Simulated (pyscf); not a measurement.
CH₄ + F–Ga(F)–Cl -> H₃C–Ga(F)–F + HCl (four-centre exchange; singlet surface; C–H, Cl–Ga broken, C–Ga, Cl–H formed). Single points on ωB97X-D3(BJ)/def2-SVP structures (PySCF, gas phase). Energies in eV from the separated reactants.

```json
[
 {"level": "ωB97X-D3(BJ)/def2-TZVP", "barrier": "1.66", "reaction energy": "+1.08"},
 {"level": "PBE/def2-TZVP", "barrier": "1.47", "reaction energy": "+0.98"},
 {"level": "B3LYP-D3(BJ)/def2-TZVP", "barrier": "1.69", "reaction energy": "+1.03"},
 {"level": "PBE0-D3(BJ)/def2-TZVP", "barrier": "1.51", "reaction energy": "+1.02"},
 {"level": "ωB97M-D3(BJ)/def2-TZVP", "barrier": "___", "reaction energy": "___"},
 {"level": "HF/def2-TZVP", "barrier": "___", "reaction energy": "+1.26"}
]
```

Fill in the missing entries.


- ωB97M-D3(BJ)/def2-TZVP, barrier: 1.71
- ωB97M-D3(BJ)/def2-TZVP, reaction energy: +1.01
- HF/def2-TZVP, barrier: 2.56

The functionals in the table span 0.24 eV in this barrier, from PBE to ωB97M-D3(BJ). On the reactant side the descent ends in a complex, 0.25 eV under the separated species and 1.91 eV under the saddle at ωB97X-D3(BJ)/def2-TZVP. On the product side the descent ends in an adduct with a Cl–Ga contact (not fully relaxed), 0.44 eV under the separated species and 1.01 eV under the saddle at ωB97X-D3(BJ)/def2-TZVP. What is counted as broken (Cl–Ga) persists as a longer contact in the product adduct; parting that adduct is a step of its own. One saddle was located; it need not be the lowest between these sides. Elements up to Kr have no core potential and no relativistic terms here.
